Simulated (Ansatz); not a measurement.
## Property card for Al$_{6}$Ru

These are results of DFT r2SCAN, scalar-relativistic, plane waves, PAW in Ansatz, not measurements.

Plane waves to 500 eV, a k mesh through Γ of 8×8×4 on the computed 14-atom cell and Gaussian smearing (0.10 eV); no spin polarisation.

The structure is relaxed at this level of theory with its symmetry kept. Whether it is the stable form of this composition wasn't checked.

Space group Cmcm (No. 63). a = 7.461 Å, b = 6.522 Å, c = 8.929 Å, α = 90.00°, β = 90.00°, γ = 90.00°
```tsv
atom	site	symmetry	x	y	z
Al	8e	2..	0.3195	0.0000	0.0000
Al	8f	m..	0.5000	0.6429	0.0985
Al	8g	..m	0.3195	0.2986	0.2500
Ru	4c	m2m	0.5000	0.9648	0.2500
```

```
Space group                                                       : Cmcm (No. 63)
Volume per atom                                                   : 15.52 Å³
Formation energy from the elements' standard states (uncorrected) : -0.345 eV/atom
Generalised Kohn–Sham band gap                                    : none (metal)
Density of states at the Fermi level                              : 3.90 states/eV per cell
Löwdin character within 0.5 eV of the Fermi level                 : Al 3p 55 %, Al 3s 20 %, Ru 4d 17 %, unprojected 5 %
Bulk modulus                                                      : 122 GPa
Its pressure derivative                                           : 4.2
```

Cost: 9 runs of about 34 core-minutes in all, on Oxide Virtual Turin-like Processor (Zen 5) (shared hosts).